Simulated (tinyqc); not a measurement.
RKS/BLYP in the sto-3g basis, for LiH, spin multiplicity 1, step by step. One step of it, computed by the program tinyqc.

Problem. Iteration 2: building the Kohn-Sham matrix. J_ij = sum D_kl (ij|kl); F = H + J + V_xc; E = tr D H + tr D J / 2 + E_xc + E_nn.

D after iteration 1, order 1Li 1s, 1Li 2s, 1Li 2px, 1Li 2py, 1Li 2pz, 2H 1s:
$$\begin{pmatrix}
1.997902 & -0.039161 & 0.000000 & 0.000000 & -0.091612 & -0.163411 \\
-0.039161 & 0.382313 & 0.000000 & 0.000000 & 0.240659 & 0.425778 \\
0.000000 & 0.000000 & 0.000000 & 0.000000 & 0.000000 & 0.000000 \\
0.000000 & 0.000000 & 0.000000 & 0.000000 & 0.000000 & 0.000000 \\
-0.091612 & 0.240659 & 0.000000 & 0.000000 & 0.280420 & 0.430683 \\
-0.163411 & 0.425778 & 0.000000 & 0.000000 & 0.430683 & 0.680066
\end{pmatrix}$$

core Hamiltonian H = T + V (hartree), order 1Li 1s, 1Li 2s, 1Li 2px, 1Li 2py, 1Li 2pz, 2H 1s:
$$\begin{pmatrix}
-4.696852 & -1.054692 & 0.000000 & 0.000000 & -0.012447 & -0.186119 \\
-1.054692 & -1.372338 & 0.000000 & 0.000000 & -0.109491 & -0.565438 \\
0.000000 & 0.000000 & -1.116219 & 0.000000 & 0.000000 & 0.000000 \\
0.000000 & 0.000000 & 0.000000 & -1.116219 & 0.000000 & 0.000000 \\
-0.012447 & -0.109491 & 0.000000 & 0.000000 & -1.203168 & -0.724910 \\
-0.186119 & -0.565438 & 0.000000 & 0.000000 & -0.724910 & -1.338036
\end{pmatrix}$$

Two-electron integrals (ij|kl) in chemists' order, unique and non-zero (hartree):
```
(11|11) 1.680395   (21|11) 0.265420   (21|21) 0.049941   (22|11) 0.397727
(22|21) 0.092860   (22|22) 0.290562   (31|31) 0.008981   (32|31) 0.013788
(32|32) 0.064184   (33|11) 0.396640   (33|21) 0.092880   (33|22) 0.290497
(33|33) 0.312946   (41|41) 0.008981   (42|41) 0.013788   (42|42) 0.064184
(43|43) 0.016869   (44|11) 0.396640   (44|21) 0.092880   (44|22) 0.290497
(44|33) 0.279207   (44|44) 0.312946   (51|51) 0.008981   (52|51) 0.013788
(52|52) 0.064184   (53|53) 0.016869   (54|54) 0.016869   (55|11) 0.396640
(55|21) 0.092880   (55|22) 0.290497   (55|33) 0.279207   (55|44) 0.279207
(55|55) 0.312946   (61|11) 0.043969   (61|21) 0.008325   (61|22) 0.015810
(61|33) 0.015626   (61|44) 0.015626   (61|51) 0.001003   (61|52) 0.001956
(61|55) 0.016185   (61|61) 0.001521   (62|11) 0.118783   (62|21) 0.028142
(62|22) 0.095093   (62|33) 0.089962   (62|44) 0.089962   (62|51) 0.004514
(62|52) 0.028927   (62|55) 0.105263   (62|61) 0.005630   (62|62) 0.054162
(63|31) 0.002082   (63|32) 0.010120   (63|53) 0.004283   (63|63) 0.003552
(64|41) 0.002082   (64|42) 0.010120   (64|54) 0.004283   (64|64) 0.003552
(65|11) 0.151895   (65|21) 0.036318   (65|22) 0.127024   (65|33) 0.118333
(65|44) 0.118333   (65|51) 0.006974   (65|52) 0.044399   (65|55) 0.144269
(65|61) 0.007511   (65|62) 0.078741   (65|65) 0.115752   (66|11) 0.290342
(66|21) 0.069873   (66|22) 0.260538   (66|33) 0.237693   (66|44) 0.237693
(66|51) 0.012130   (66|52) 0.097814   (66|55) 0.306042   (66|61) 0.014435
(66|62) 0.188259   (66|65) 0.283363   (66|66) 0.774606
```

nuclear repulsion = 0.87227013 hartree

V_xc (hartree), order 1Li 1s, 1Li 2s, 1Li 2px, 1Li 2py, 1Li 2pz, 2H 1s:
$$\begin{pmatrix}
-1.094910 & -0.142971 & 0.000000 & 0.000000 & -0.002080 & -0.024474 \\
-0.142971 & -0.177459 & 0.000000 & 0.000000 & -0.044811 & -0.106230 \\
0.000000 & 0.000000 & -0.161892 & 0.000000 & 0.000000 & 0.000000 \\
0.000000 & 0.000000 & 0.000000 & -0.161892 & 0.000000 & 0.000000 \\
-0.002080 & -0.044811 & 0.000000 & 0.000000 & -0.204104 & -0.155407 \\
-0.024474 & -0.106230 & 0.000000 & 0.000000 & -0.155407 & -0.451645
\end{pmatrix}$$

E_xc = sum of w rho eps_xc = -2.23077517 hartree

Give: Coulomb J; Kohn-Sham matrix F; total energy of this density.

Solution.

Coulomb J (hartree), order 1Li 1s, 1Li 2s, 1Li 2px, 1Li 2py, 1Li 2pz, 2H 1s:
$$\begin{pmatrix}
4.0148 & 0.6880 & 0.0000 & 0.0000 & 0.0228 & 0.1191 \\
0.6880 & 1.3423 & 0.0000 & 0.0000 & 0.1571 & 0.5542 \\
0.0000 & 0.0000 & 1.3096 & 0.0000 & 0.0000 & 0.0000 \\
0.0000 & 0.0000 & 0.0000 & 1.3096 & 0.0000 & 0.0000 \\
0.0228 & 0.1571 & 0.0000 & 0.0000 & 1.4007 & 0.7667 \\
0.1191 & 0.5542 & 0.0000 & 0.0000 & 0.7667 & 1.7313
\end{pmatrix}$$

Kohn-Sham matrix F (hartree), order 1Li 1s, 1Li 2s, 1Li 2px, 1Li 2py, 1Li 2pz, 2H 1s:
$$\begin{pmatrix}
-1.7769 & -0.5097 & 0.0000 & 0.0000 & 0.0082 & -0.0915 \\
-0.5097 & -0.2075 & 0.0000 & 0.0000 & 0.0028 & -0.1174 \\
0.0000 & 0.0000 & 0.0315 & 0.0000 & 0.0000 & 0.0000 \\
0.0000 & 0.0000 & 0.0000 & 0.0315 & 0.0000 & 0.0000 \\
0.0082 & 0.0028 & 0.0000 & 0.0000 & -0.0065 & -0.1136 \\
-0.0915 & -0.1174 & 0.0000 & 0.0000 & -0.1136 & -0.0583
\end{pmatrix}$$

total energy of this density = -7.919426 hartree

This density is a damped mixture and is not idempotent.
